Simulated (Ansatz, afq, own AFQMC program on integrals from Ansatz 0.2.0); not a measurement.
**Where AFQMC and coupled cluster stand for GeNH, quintet**

```xyz
3

Ge    0.0000   -0.0292    0.3009
N     0.0000    0.0385   -1.5921
H     0.0000    1.5661    0.4378
```

Connectivity, by distances: GeH–N.

Basis cc-pVTZ. Noble-gas cores (and the filled d shells of Ga–Kr and In–Xe) are frozen. AFQMC by an in-house program on the Cholesky factors that Ansatz 0.2.0 writes for its CCSD(T) run. ph-AFQMC/CISD is guided by a CISD state made of CCSD amplitudes; releasing the constraint for a short imaginary time cuts its bias at the price of noise, slowly where states lie close. ± is one standard error of the sampling. No spin–orbit coupling.

Determinant: UHF, the one that the program's search chose, which needn't be the lowest solution. The geometry is a PBE0/def2-TZVP stationary point of this or a neighbouring charge and spin state.

No full CI on the walks' own integrals is used here; CCSDT(Q) serves as the reference and is uncertain by about the last step of the cluster series.

Cautions: no relativity below Rb; no spin-orbit coupling; inner d shell frozen; another spin lies lower (by 1.91 eV); the released energies are still falling, so no released level is given (meV from the phaseless value at times in 1/Eh: -15 ± 4 at 0.24, -16 ± 3 at 0.51, -26 ± 6 at 0.99, -26 ± 4 at 1.62, -30 ± 4 at 2.40), though the last usable value meets CCSDT(Q) within the noise.

```
T1 diagnostic                               : 0.0234
weight of the determinant in the CISD state : 0.889
⟨S²⟩ of the determinant                     : 6.046
size of the correlated space                : 10 electrons in 72 orbitals
```

```json
{"level": "MP2", "correlation energy (eV)": "-5.3692"}
{"level": "CCSD", "correlation energy (eV)": "-6.2625"}
{"level": "CCSD(T)", "correlation energy (eV)": "-6.4950"}
```

(1) Estimate where phaseless AFQMC with the Hartree–Fock trial lies against CCSD(T) on the same integrals.

(1) 5.8 ± 2.5 kJ/mol above CCSD(T).

Reference: CCSDT(Q), correlation energy -6.546 eV.

| level | E − E(reference) (kJ/mol) | share of correlation (%) |
| --- | --- | --- |
| CCSD(T) | 4.9 | 99.22 |
| CCSDT | 1.2 | 99.82 |
| ph-AFQMC/HF | 10.8 ± 2.5 | 98.30 |
| ph-AFQMC/CISD | 2.4 ± 0.5 | 99.62 |

A walk keeps the symmetry of its determinant, which the program's search chose and which needn't be the lowest solution, so a lower state of the same spin and another symmetry isn't excluded.
